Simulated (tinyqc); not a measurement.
RKS/LDA (PW92) in the sto-3g basis, for H2F+, spin multiplicity 1, step by step (part 2 of 2). Computed by tinyqc, a small Python program that keeps every step (integrals from PySCF). Command: `OMP_NUM_THREADS=1 python tinyqc.py 27876 27877 out.jsonl` (the two numbers bound the seeds that draw the settings). One thread of a shared host (Intel(R) Xeon(R) Processor @ 2.60GHz), about 0.5 s of CPU time with the checks.

Geometry (angstrom):

| atom | x | y | z |
|---|---|---|---|
| F | 0.000000 | 0.000000 | 0.000000 |
| H | 0.000000 | 1.010000 | 0.509000 |
| H | 0.000000 | -1.010000 | 0.509000 |

## Iteration 2: diagonalisation and new density

Kohn-Sham matrix F (hartree):
```
             1F 1s      1F 2s     1F 2px     1F 2py     1F 2pz      2H 1s      3H 1s
1F 1s   -24.816347  -6.409358   0.000000   0.000000  -0.015929  -0.806878  -0.806878
1F 2s    -6.409358  -3.236471   0.000000   0.000000  -0.096831  -0.787730  -0.787730
1F 2px    0.000000   0.000000  -0.881779   0.000000   0.000000   0.000000   0.000000
1F 2py    0.000000   0.000000   0.000000  -0.991332   0.000000  -0.363248   0.363248
1F 2pz   -0.015929  -0.096831   0.000000   0.000000  -0.937612  -0.201275  -0.201275
2H 1s    -0.806878  -0.787730   0.000000  -0.363248  -0.201275  -0.691318  -0.191652
3H 1s    -0.806878  -0.787730   0.000000   0.363248  -0.201275  -0.191652  -0.691318
```

X:
```
            1F 1s      1F 2s    1F 2px     1F 2py     1F 2pz      2H 1s      3H 1s
1F 1s    1.023387  -0.133007  0.000000   0.000000  -0.003571   0.015817   0.015817
1F 2s   -0.133007   1.109087  0.000000   0.000000   0.032465  -0.173825  -0.173825
1F 2px   0.000000   0.000000  1.000000   0.000000   0.000000   0.000000   0.000000
1F 2py   0.000000   0.000000  0.000000   1.053986   0.000000  -0.145013   0.145013
1F 2pz  -0.003571   0.032465  0.000000   0.000000   1.012126  -0.065189  -0.065189
2H 1s    0.015817  -0.173825  0.000000  -0.145013  -0.065189   1.078767  -0.044277
3H 1s    0.015817  -0.173825  0.000000   0.145013  -0.065189  -0.044277   1.078767
```

D after iteration 1:
```
            1F 1s      1F 2s    1F 2px     1F 2py     1F 2pz      2H 1s      3H 1s
1F 1s    2.107455  -0.458549  0.000000   0.000000   0.079588  -0.020707  -0.020707
1F 2s   -0.458549   2.003163  0.000000   0.000000  -0.405642  -0.063337  -0.063337
1F 2px   0.000000   0.000000  2.000000   0.000000   0.000000   0.000000   0.000000
1F 2py   0.000000   0.000000  0.000000   0.936047   0.000000   0.461057  -0.461057
1F 2pz   0.079588  -0.405642  0.000000   0.000000   1.195506   0.461648   0.461648
2H 1s   -0.020707  -0.063337  0.000000   0.461057   0.461648   0.694028  -0.003681
3H 1s   -0.020707  -0.063337  0.000000  -0.461057   0.461648  -0.003681   0.694028
```

overlap S:
```
           1F 1s     1F 2s    1F 2px     1F 2py    1F 2pz     2H 1s      3H 1s
1F 1s   1.000000  0.237990  0.000000   0.000000  0.000000  0.029641   0.029641
1F 2s   0.237990  1.000000  0.000000   0.000000  0.000000  0.318992   0.318992
1F 2px  0.000000  0.000000  1.000000   0.000000  0.000000  0.000000   0.000000
1F 2py  0.000000  0.000000  0.000000   1.000000  0.000000  0.242231  -0.242231
1F 2pz  0.000000  0.000000  0.000000   0.000000  1.000000  0.122075   0.122075
2H 1s   0.029641  0.318992  0.000000   0.242231  0.122075  1.000000   0.115357
3H 1s   0.029641  0.318992  0.000000  -0.242231  0.122075  0.115357   1.000000
```

Diagonalise F' = X^T F X, C = X C', fill 5 alpha and 5 beta electrons from the bottom; D = 2 C_occ C_occ^T; the new density keeps 0.3 of the old one (damping). Each column has its largest component positive (the first on a tie).

F' = X^T F X (hartree):
```
            1          2          3          4          5          6          7
1  -24.349065  -3.301610   0.000000   0.000000  -0.022826  -0.078145  -0.078145
2   -3.301610  -2.052950   0.000000   0.000000  -0.053255  -0.263560  -0.263560
3    0.000000   0.000000  -0.881779   0.000000   0.000000   0.000000   0.000000
4    0.000000   0.000000   0.000000  -0.900195   0.000000  -0.212354   0.212354
5   -0.022826  -0.053255   0.000000   0.000000  -0.917446  -0.101329  -0.101329
6   -0.078145  -0.263560   0.000000  -0.212354  -0.101329  -0.480954  -0.045695
7   -0.078145  -0.263560   0.000000   0.212354  -0.101329  -0.045695  -0.480954
```

orbital energies (hartree): MO1 -24.828825, MO2 -1.692463, MO3 -1.047503, MO4 -0.935723, MO5 -0.881779, MO6 -0.389099, MO7 -0.287950

coefficients C:
```
              MO1        MO2        MO3        MO4       MO5        MO6        MO7
1F 1s    0.993810  -0.259552   0.000000   0.047510  0.000000   0.090779   0.000000
1F 2s    0.025997   0.986966   0.000000  -0.211816  0.000000  -0.538149   0.000000
1F 2px   0.000000   0.000000   0.000000   0.000000  1.000000   0.000000   0.000000
1F 2py   0.000000   0.000000   0.855963   0.000000  0.000000   0.000000  -0.648283
1F 2pz   0.001829   0.120461   0.000000   0.955580  0.000000  -0.326065   0.000000
2H 1s   -0.004480   0.047345   0.219524   0.103098  0.000000   0.746264   0.776822
3H 1s   -0.004480   0.047345  -0.219524   0.103098  0.000000   0.746264  -0.776822
```

D after iteration 2:
```
            1F 1s      1F 2s    1F 2px     1F 2py     1F 2pz      2H 1s      3H 1s
1F 1s    2.112434  -0.474120  0.000000   0.000000   0.046208  -0.022791  -0.022791
1F 2s   -0.474120   2.028450  0.000000   0.000000  -0.238549   0.015682   0.015682
1F 2px   0.000000   0.000000  2.000000   0.000000   0.000000   0.000000   0.000000
1F 2py   0.000000   0.000000  0.000000   1.306555   0.000000   0.401383  -0.401383
1F 2pz   0.046208  -0.238549  0.000000   0.000000   1.657358   0.284393   0.284393
2H 1s   -0.022791   0.015682  0.000000   0.401383   0.284393   0.293722  -0.050524
3H 1s   -0.022791   0.015682  0.000000  -0.401383   0.284393  -0.050524   0.293722
```

## Iteration 20 (converged): orbitals

converged F (hartree):
```
             1F 1s      1F 2s     1F 2px     1F 2py     1F 2pz      2H 1s      3H 1s
1F 1s   -24.348207  -6.306354   0.000000   0.000000  -0.015747  -0.794055  -0.794055
1F 2s    -6.306354  -2.973667   0.000000   0.000000  -0.109375  -0.737569  -0.737569
1F 2px    0.000000   0.000000  -0.621907   0.000000   0.000000   0.000000   0.000000
1F 2py    0.000000   0.000000   0.000000  -0.739967   0.000000  -0.337786   0.337786
1F 2pz   -0.015747  -0.109375   0.000000   0.000000  -0.660611  -0.190586  -0.190586
2H 1s    -0.794055  -0.737569   0.000000  -0.337786  -0.190586  -0.686621  -0.182572
3H 1s    -0.794055  -0.737569   0.000000   0.337786  -0.190586  -0.182572  -0.686621
```

Diagonalise F' = X^T F X, C = X C', fill 5 alpha and 5 beta electrons from the bottom; D = 2 C_occ C_occ^T. Each column has its largest component positive (the first on a tie).

F' = X^T F X (hartree):
```
            1          2          3          4          5          6          7
1  -23.881762  -3.285876   0.000000   0.000000  -0.021796  -0.076527  -0.076527
2   -3.285876  -1.789307   0.000000   0.000000  -0.060515  -0.253757  -0.253757
3    0.000000   0.000000  -0.621907   0.000000   0.000000   0.000000   0.000000
4    0.000000   0.000000   0.000000  -0.636708   0.000000  -0.218849   0.218849
5   -0.021796  -0.060515   0.000000   0.000000  -0.637370  -0.105661  -0.105661
6   -0.076527  -0.253757   0.000000  -0.218849  -0.105661  -0.490031  -0.043230
7   -0.076527  -0.253757   0.000000   0.218849  -0.105661  -0.043230  -0.490031
```

orbital energies (hartree): MO1 -24.361222, MO2 -1.452080, MO3 -0.865493, MO4 -0.675750, MO5 -0.621907, MO6 -0.352647, MO7 -0.218017

coefficients C:
```
              MO1        MO2        MO3        MO4       MO5        MO6        MO7
1F 1s    0.993643  -0.252611   0.000000   0.072935  0.000000   0.095213   0.000000
1F 2s    0.026673   0.945948   0.000000  -0.340799  0.000000  -0.545505   0.000000
1F 2px   0.000000   0.000000   0.000000   0.000000  1.000000   0.000000   0.000000
1F 2py   0.000000   0.000000   0.725654   0.000000  0.000000   0.000000   0.791435
1F 2pz   0.001866   0.128907   0.000000   0.879207  0.000000  -0.494307   0.000000
2H 1s   -0.004611   0.095337   0.355434   0.228675  0.000000   0.713020  -0.724782
3H 1s   -0.004611   0.095337  -0.355434   0.228675  0.000000   0.713020   0.724782
```

D after iteration 20:
```
            1F 1s      1F 2s    1F 2px     1F 2py     1F 2pz      2H 1s      3H 1s
1F 1s    2.112918  -0.474619  0.000000   0.000000   0.066832  -0.023973  -0.023973
1F 2s   -0.474619   2.023346  0.000000   0.000000  -0.355289   0.024256   0.024256
1F 2px   0.000000   0.000000  2.000000   0.000000   0.000000   0.000000   0.000000
1F 2py   0.000000   0.000000  0.000000   1.053146   0.000000   0.515844  -0.515844
1F 2pz   0.066832  -0.355289  0.000000   0.000000   1.579252   0.426668   0.426668
2H 1s   -0.023973   0.024256  0.000000   0.515844   0.426668   0.375472  -0.129861
3H 1s   -0.023973   0.024256  0.000000  -0.515844   0.426668  -0.129861   0.375472
```

## Convergence

Stop when the energy changes by less than 1e-09 hartree and every element of the error matrix X^T (F D S - S D F) X is below 9e-06.

Course of the cycle:

| iteration | E (hartree) | change | largest element of the error matrix |
|---|---|---|---|
| 1 | -98.26367272 | - | 3.69e-01 |
| 2 | -98.30174431 | -3.81e-02 | 2.45e-01 |
| 3 | -98.42289177 | -1.21e-01 | 1.71e-01 |
| 4 | -98.47351479 | -5.06e-02 | 1.04e-01 |
| 5 | -98.51738195 | -4.39e-02 | 1.71e-02 |
| 6 | -98.52755976 | -1.02e-02 | 4.10e-03 |
| 7 | -98.53052378 | -2.96e-03 | 1.22e-03 |
| 8 | -98.53140843 | -8.85e-04 | 3.68e-04 |
| 9 | -98.53167342 | -2.65e-04 | 1.11e-04 |
| 10 | -98.53175288 | -7.95e-05 | 3.33e-05 |
| 11 | -98.53177671 | -2.38e-05 | 1.00e-05 |
| 12 | -98.53178386 | -7.15e-06 | 3.00e-06 |
| 13 | -98.53178601 | -2.15e-06 | 9.00e-07 |
| 14 | -98.53178665 | -6.44e-07 | 2.70e-07 |
| 15 | -98.53178684 | -1.93e-07 | 8.10e-08 |
| 16 | -98.53178690 | -5.79e-08 | 2.43e-08 |
| 17 | -98.53178692 | -1.74e-08 | 7.29e-09 |
| 18 | -98.53178692 | -5.21e-09 | 2.19e-09 |
| 19 | -98.53178693 | -1.56e-09 | 6.56e-10 |
| 20 | -98.53178693 | -4.69e-10 | 1.97e-10 |

PySCF RKS in the same basis, fine grid = -98.53295531 hartree

Converged in 20 iterations. The coarse grid moves the energy by +1.17e-03 hartree.

## Populations, bond orders and dipole

Mulliken: Z minus the diagonal of D S on the atom; Loewdin: the same with S^(1/2) D S^(1/2); Mayer order: 2 sum_s sum (D(s) S)_ij (D(s) S)_ji over the two atoms.

Charges (e):

| atom | Mulliken | Loewdin |
|---|---|---|
| 1F | 0.089116 | 0.188917 |
| 2H | 0.455442 | 0.405541 |
| 3H | 0.455442 | 0.405541 |

Mayer bond orders:

| pair | order |
|---|---|
| 2-1 | 0.769350 |
| 3-1 | 0.769350 |
| 3-2 | 0.023222 |

dipole moment about the origin, x y z (debye): 0.000000  0.000000  2.593402
